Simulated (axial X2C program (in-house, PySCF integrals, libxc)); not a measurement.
## Nuclear properties of SiOH⁺

Calculated with an in-house all-electron X2C program for linear molecules (integrals from PySCF): two-component X2C with atomic mean-field Coulomb and Gaunt terms, Gaussian nuclei, basis Si dyall-v3z, O dyall-av3z, H dyall-v3z with contracted cores.

Si–O–H held linear, with bonds 1.546 and 0.965 Å (near the PBE0 minimum at charge 1 of the determinant lowest at the starting distance; the state shown can have its own minimum elsewhere, held linear; other orders of the atoms were not compared).

Input and command:
```json
{"zs": [14, 8, 1], "q": 1, "bas": ["dyall-v3z", "dyall-av3z", "dyall-v3z"], "r0": [1.79, 0.96], "symm": 0, "scan": ["PBE0", "HF", "r2SCAN"], "levels": ["PBE0", "HF", "r2SCAN"], "nst": 2}
```
```bash
python solin.py task.json out
```

Keys: zs atomic numbers; q charge; bas basis sets; r0 starting distance in Å; symm equal bonds; scan levels of the two-bond scan; levels methods; nst determinants followed.

Determinant lowest in the PBE0 search, Ω = 0 (closed shell), highest spinor 50% Si s, 25% Si p, 12% O p:

| level | qzz Si (a.u.) | qzz O (a.u.) | qzz H (a.u.) |
| --- | --- | --- | --- |
| PBE0 | -1.71 | 1.11 | 0.44 |
| HF | -1.94 | 1.17 | 0.43 |
| r2SCAN | -1.66 | 1.10 | 0.44 |

qzz is the electric field gradient, eQq0 = 234.96 MHz × Q/barn × qzz. The operators were transformed with the bare-nucleus X2C matrices; with these basis sets, hyperfine constants and field gradients can be off by tens of per cent, and where levels differ in sign neither size nor sign is settled.

Question: With Q(17O) = -0.02558 barn (Q from Pyykkö, Mol. Phys. 2018), turn the PBE0 values of the first state into constants in MHz.

Answer: eQq0(17O) = 234.96 × (-0.02558) × (1.11) = -6.67 MHz.

The molecule was held linear; bending was not examined, so a bent shape may lie lower.

Each state is one determinant with collinear spin. The search compared states at one distance, so a state with another bond length can lie lower.
